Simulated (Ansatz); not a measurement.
Compare A (`SC1CCCC1`) with its isomer B (`CC1CCSC1`).

Gas-phase electronic energies from Ansatz, PBE0-D4/def2-TZVP geometries. CCSD(T)/CBS is the MP2 limit (def2-TZVPP, def2-QZVPP) plus CCSD(T) − MP2 in def2-TZVPP, frozen cores. Functionals use def2-TZVPP. One conformer a species, not always the lowest.

Problem. Which is lower in electronic energy at CCSD(T)/CBS, and by how much? (Estimate.)

Solution. Computed: B, by 4.1 kcal/mol.

Problem. Give E(B) − E(A) in kcal/mol with PBE0-D4, HF/def2-TZVPP, LDA (SPW92), PBE-D4, CCSD(T)/def2-SVP, r2SCAN-D4, ωB97M-V. (An estimate is asked.)

Solution. Ansatz gave: PBE0-D4 -4.1, HF/def2-TZVPP -3.3, LDA (SPW92) -3.7, PBE-D4 -4.4, CCSD(T)/def2-SVP -1.5, r2SCAN-D4 -4.5, ωB97M-V -3.8. None reverses the order clearly.

Problem. Does the order hold for the free energy at 298.15 K (harmonic terms from PBE0-D4)? (Best estimate.)

Solution. Computed: Yes: G(B) − G(A) = -2.1 kcal/mol, for one conformer each. Modes under 60 cm⁻¹, often nearly free rotors, make the harmonic entropy too high.

Largest T1 diagnostic: 0.010.

Leaving LDA and LC-ωPBE aside and taking each functional with its dispersion term where it has one, the values, not all of them listed here, spread over 1.1 kcal/mol, from revPBE-D4 to CAM-B3LYP-D4. At CCSD(T), def2-SVP lies +2.6 kcal/mol from the extrapolated value and def2-TZVPP +0.5 kcal/mol.
